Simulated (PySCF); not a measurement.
Mapped SMILES: `[CH:1]#[C:2][CH2:3][NH:4][CH3:5]`. Each H is labelled by its parent atom.

PySCF 2.14 calculation with shieldings: GIAO B97-2/pcSseg-2 and structure optimised with PBE0-D3(BJ)/def2-TZVP; one conformer, equivalent nuclei averaged, relativity neglected, gas phase.

References, each an isolated molecule treated in the same way: ¹³C, ¹H against TMS; ¹⁵N vs NH3.

```tsv
atoms	nucleus	count	δ (ppm)
C2	¹³C	1	?
C3	¹³C	1	?
H(N4)	¹H	1	?
C1	¹³C	1	75.5
C5	¹³C	1	37.4
N4	¹⁵N	1	41.7
H(C5)	¹H	3	2.52
H(C3)	¹H	2	3.43
H(C1)	¹H	1	1.83
```

**Question.** Complete the table.

**Answer.** 
- C2: 87.3 ppm, alkyne carbon; sp carbons lie upfield of alkene carbons because the cylindrical π system leaves one tensor component strongly shielded
- C3: 43.3 ppm, propargylic sp3 CH2 bonded to N; the inductive effect lowers its shielding
- H(N4): 0.17 ppm, hydrogen on an amine nitrogen; exchangeable, gas-phase position

Exchangeable OH/NH protons stand at their gas-phase positions; hydrogen bonding in a real sample shifts them, mostly to higher δ. Shifts are as computed. Against solution values, carbons near 30 ppm lie about +3 ppm off and those near 130 ppm about +7 ppm. Of 1211 compounds with measured shifts, 218 miss one by over three times the rms of a fit or turn the order of signals round; such compounds aren't used in these exercises. Experimental scales use liquid or dissolved standards, which lie at an offset from isolated NH3 (liquid NH3: subtract about 20 ppm).
